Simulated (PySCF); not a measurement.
**Chlorine: a sound run and one with changed settings**

Sound run: Cl [Ne] 3s2 3p5, Cl⁺ [Ne] 3s2 3p4. Computed with PySCF 2.14 in 6-31G*, with no relativity, point nucleus. In the sound run the correlated levels freeze [Ne]. The sound run starts from symmetry-adapted Hartree-Fock orbitals and uses a fine grid where one is needed.

A second run was set up differently.

```
species  method  sound run (hartree)  changed run (hartree)  converged
     Cl     UHF           -459.44651             -454.54219        yes
     Cl    PBE0           -459.96500             -454.98901        yes
     Cl  M06-2X           -460.09642             -455.14025        yes
     Cl     MP2           -459.54926             -454.54219        yes
    Cl⁺     UHF           -459.01354             -454.12970        yes
    Cl⁺    PBE0           -459.48938             -454.52753        yes
    Cl⁺  M06-2X           -459.61910             -454.67933        yes
    Cl⁺     MP2           -459.09745             -454.12970        yes
```

Ionisation energy of Cl:

```
 method  sound run (eV)  changed run (eV)
    UHF          11.782            11.224
   PBE0          12.942            12.557
 M06-2X          12.989            12.542
    MP2          12.294            11.224
SCS-MP2          12.276            11.224
```

Task: What was changed?
A. a valence shell is frozen
B. minimal basis
C. radial grid too coarse
D. too few SCF iterations

Result: B. It used basis STO-3G. A minimal basis cannot let orbitals breathe on ionisation and holds almost no correlation.
